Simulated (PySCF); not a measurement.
**Working out the ionisation energy of S**

S [Ne] 3s2 3p4 (3P) → S⁺ [Ne] 3s2 3p3 (4S). Computed with PySCF 2.14 in def2-QZVPPD (10s7p5d2f1g, 79 functions), with the non-relativistic Hamiltonian (point nucleus). Frozen: [Ne]. Energies in hartree (1 hartree = 27.21139 eV):

| part | S (lower) | S⁺ (upper) |
| --- | --- | --- |
| UHF | -397.513028 | -397.173617 |
| CCSD correlation | -0.149883 | -0.114532 |
| (T) | -0.005880 | -0.004264 |

Q: What does Hartree-Fock give?

A: (-397.173617) − (-397.513028) = 0.339411 hartree = 9.236 eV.

Q: What do CCSD and CCSD(T) give?

A: The CCSD correlation energies differ by 0.035351 hartree = 0.962 eV and the triples by 0.001616 hartree = 0.044 eV, so CCSD gives 10.198 eV and CCSD(T) 10.242 eV.

Measured between the centres of the two terms (NIST): 10.336 eV, so CCSD(T) (valence) is off by -0.094 eV.

What remains against the reference includes basis incompleteness, the frozen core and higher excitations.
